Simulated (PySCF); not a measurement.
## Cluster of hydronium and hydrogen chloride (H4ClO(+))

A complex built from hydronium and hydrogen chloride; charge +1, singlet.

Parts: 1 = hydronium ([OH3+]), atoms 1–4, charge +1; 2 = hydrogen chloride (Cl), atoms 5–6.

Coordinates in Å:
```
O1      0.1155    0.0555    0.1120
H2     -0.5738    0.7474   -0.2570
H3     -0.1690   -0.8655   -0.0297
H4      1.0142    0.1990   -0.2362
Cl5    -1.8019    1.9774   -0.8992
H6     -2.2050    2.4647    0.2255
```

In these coordinates H2···Cl5 is 1.853 Å. Part 2 is then moved rigidly along that line, all else held; at short range other atoms may come into contact.

The starting structure comes from a short search with a few starts; no frequency run checks that it is a minimum, and another way of binding may lie lower.

Method: CCSD(T)/aug-cc-pVDZ and MP2/aug-cc-pVTZ, aug-cc-pVQZ counterpoise interaction energy, frozen core, gas phase (PySCF 2.14.0). The geometry comes from PBE0-D3(BJ)/def2-TZVPD.

Counterpoise energies in kJ/mol, cluster less the parts frozen as they stand in it; small is aug-cc-pVDZ, large aug-cc-pVQZ. Estimated limit: HF in aug-cc-pVQZ, MP2 correlation extrapolated as X⁻³ from aug-cc-pVTZ and aug-cc-pVQZ, and CCSD(T) less MP2 in aug-cc-pVDZ; it isn't the exact limit.

Results

```tsv
H2···Cl5 (Å)	HF large	MP2 large	SCS-MP2 large	CCSD(T) small	CCSD(T) limit est.
1.668	-38.7	-62.6	-56.6	-49.7	-61.0
1.760	-49.2	-70.0	-64.7	-59.1	-68.7
1.853	-54.6	-72.5	-67.9	-63.3	-71.5
1.946	-56.5	-72.0	-68.0	-64.1	-71.2
2.038	-56.1	-69.4	-66.0	-62.8	-68.8
2.316	-48.5	-56.7	-54.6	-53.0	-56.4
2.780	-32.5	-35.9	-34.9	-34.8	-35.8
3.706	-14.5	-14.9	-14.7	-14.8	-14.7
```

The 8 runs took 4.8 min in all, one thread each of Arm Neoverse V1 on a shared host, launched as `OMP_NUM_THREADS=1 python cluster_run.py task.json out`.
